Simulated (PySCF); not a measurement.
The same gas-phase reaction for F, Cl, Br:
- 2 SiH2F2 → SiH4 + SiF4
- 2 SiH2Cl2 → SiH4 + SiCl4
- 2 SiH2Br2 → SiH4 + SiBr4

Computed with PySCF (xtb for GFN2) and rigid-rotor harmonic-oscillator thermochemistry at 1 bar. † marks an energy on the PBE0/def2-TZVP geometry and frequencies; other levels use their own. CCSD(T) freezes the core. All species are closed-shell singlets. Br: all electrons, no relativistic terms. CCSD(T) isn't extrapolated to the basis-set limit.

ΔH°(298 K) in kJ, by level:

```json
[
 {"level": "ωB97M-V/def2-TZVP†", "F": "-29.6", "Cl": "-3.7", "Br": "?"},
 {"level": "PBE0/def2-QZVP†", "F": "-30.7", "Cl": "3.7", "Br": "?"},
 {"level": "ωB97X-V/def2-TZVP†", "F": "-27.3", "Cl": "-1.1", "Br": "?"},
 {"level": "GFN2-xTB", "F": "88.2", "Cl": "81.0", "Br": "?"},
 {"level": "M06-2X/def2-TZVP†", "F": "-30.7", "Cl": "4.7", "Br": "?"},
 {"level": "BLYP/def2-TZVP†", "F": "-20.1", "Cl": "6.5", "Br": "13.2"},
 {"level": "CCSD(T)/def2-SVP†", "F": "-32.6", "Cl": "-9.8", "Br": "?"}
]
```

Q: Complete the blanks.

A: 
- ωB97M-V/def2-TZVP†, Br: 3.8
- PBE0/def2-QZVP†, Br: 11.8
- ωB97X-V/def2-TZVP†, Br: 6.6
- GFN2-xTB, Br: 103.5
- M06-2X/def2-TZVP†, Br: 13.2
- CCSD(T)/def2-SVP†, Br: 3.0
